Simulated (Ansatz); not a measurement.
`C=CCF`, relaxed with RKS PBE-D4/def2-SVP in Ansatz 0.2.0 from a rough embedded geometry. The force threshold is 0.03 eV/Å; the program also tests the step.

Charge 0, multiplicity 1.

Start:

```xyz
9

C     0.618   -1.153    0.320
C     0.429    0.126    0.331
C    -0.685    0.839   -0.386
F    -1.413    0.020   -1.040
H     1.397   -1.653    0.915
H    -0.087   -1.872   -0.174
H     1.163    0.755    0.879
H    -1.220    1.438    0.320
H    -0.202    1.500   -1.165
```

```json
{"step": "1", "energy (eV)": "-5896.7455", "largest force (eV/Å)": "4.654", "largest move (Å)": "0.000"}
{"step": "2", "energy (eV)": "-5897.0901", "largest force (eV/Å)": "1.864", "largest move (Å)": "0.104"}
{"step": "3 (rejected)", "energy (eV)": "-5897.0194", "largest force (eV/Å)": "2.990", "largest move (Å)": "0.156"}
{"step": "4", "energy (eV)": "-5897.1763", "largest force (eV/Å)": "0.332", "largest move (Å)": "0.076"}
{"step": "5", "energy (eV)": "-5897.1836", "largest force (eV/Å)": "0.158", "largest move (Å)": "0.050"}
{"step": "6", "energy (eV)": "-5897.1874", "largest force (eV/Å)": "0.060", "largest move (Å)": "0.045"}
{"step": "7", "energy (eV)": "-5897.1876", "largest force (eV/Å)": "0.044", "largest move (Å)": "0.016"}
{"step": "8", "energy (eV)": "-5897.1877", "largest force (eV/Å)": "0.005", "largest move (Å)": "0.003"}
```

End:

```xyz
9

C     0.606   -1.204    0.357
C     0.457    0.129    0.335
C    -0.635    0.843   -0.401
F    -1.480   -0.030   -1.060
H     1.427   -1.681    0.913
H    -0.097   -1.854   -0.186
H     1.159    0.788    0.878
H    -1.238    1.459    0.309
H    -0.198    1.551   -1.146
```

Hardware: 2 threads of an AMD EPYC 7R13 on a shared host. Wall time 10 s, peak host memory 0.17 GiB.
